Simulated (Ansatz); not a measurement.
**Si₂H₅O radical: small, medium and large basis sets**

One table from this session's results is given with a row withheld; the runs are named, their logs left out.

Computed with Ansatz 0.2.0, Gaussian basis. Level: one geometry, several basis sets.

Plan: PBE0-D4/def2-SVP; ωB97M-V/def2-SVP; PBE0-D4/def2-QZVPP; ωB97M-V/def2-QZVPP; CCSD(T)/cc-pV(D+d)Z; CCSD(T)/cc-pV(T+d)Z; CCSD(T)/cc-pV(Q+d)Z; the functionals' def2-TZVPP values are taken from earlier runs.

## The geometry

An earlier PBE0-D4 in a triple-zeta def2 set relaxation fixed the geometry.

SMILES `[SiH2]O[SiH3]`, 8 atoms, charge 0, spin multiplicity 2.

Atoms are counted from 1 here; the program's logs count them from 0.

Bond lengths: Si1–O2 1.637 Å, Si1–H4 1.490 Å, Si1–H5 1.494 Å, O2–Si3 1.638 Å, Si3–H6 1.482 Å, Si3–H7 1.485 Å, Si3–H8 1.486 Å. Angles: O2–Si1–H4 107.9°, O2–Si1–H5 109.9°, H4–Si1–H5 110.4°, Si1–O2–Si3 146.3°, O2–Si3–H6 108.1°, O2–Si3–H7 109.9°, O2–Si3–H8 110.1°, H6–Si3–H7 109.7°, H6–Si3–H8 109.8°, H7–Si3–H8 109.2°.

The first run:

Contents of in.yaml:

```yaml
crystal:
  periodic: [false, false, false]
  atoms:
    - {symbol: Si, position_ang: [-1.280998, 0.933340, -0.865997]}
    - {symbol: O, position_ang: [-0.352836, -0.279040, -0.276270]}
    - {symbol: Si, position_ang: [0.764893, -0.722983, 0.836047]}
    - {symbol: H, position_ang: [-1.903296, 0.457948, -2.133128]}
    - {symbol: H, position_ang: [-0.439666, 2.141590, -1.119837]}
    - {symbol: H, position_ang: [1.292275, -2.054092, 0.452450]}
    - {symbol: H, position_ang: [0.138196, -0.800337, 2.180547]}
    - {symbol: H, position_ang: [1.873533, 0.266475, 0.870288]}
basis:
  gaussian: {orbitals: def2-SVP}
magnetization: {spin_polarized: true, initial_magnetization: 1}
hamiltonian: {xc: pbe0, dispersion: d4}
output: {orbitals: {seedname: orbitals}}
```

Command:

```console
ansatz run in.yaml --threads 2 --pin off --events-out ev --progress --plain --max-ram 32768MiB --backend cpu
```

Steps of the session up to this table: PBE0-D4 in def2-SVP; ωB97M-V in def2-SVP; PBE0-D4 in def2-QZVPP; ωB97M-V in def2-QZVPP.

One table of the session follows, with a row left open; its other results are not shown here.

```
functional       basis  HOMO (eV)  LUMO (eV)
   PBE0-D4    def2-SVP      -5.95      -2.14
   PBE0-D4  def2-TZVPP      -6.03      -2.18
   PBE0-D4  def2-QZVPP      -6.05      -2.22
   ωB97M-V    def2-SVP          ?          ?
   ωB97M-V  def2-TZVPP      -7.81      -0.59
   ωB97M-V  def2-QZVPP      -7.83      -0.67
```

Estimate the missing values for ωB97M-V, def2-SVP.

The run gave: HOMO (eV): -7.71; LUMO (eV): -0.46. In the column «HOMO (eV)» it lies between ωB97M-V, def2-TZVPP (-7.81) and PBE0-D4, def2-QZVPP (-6.05).
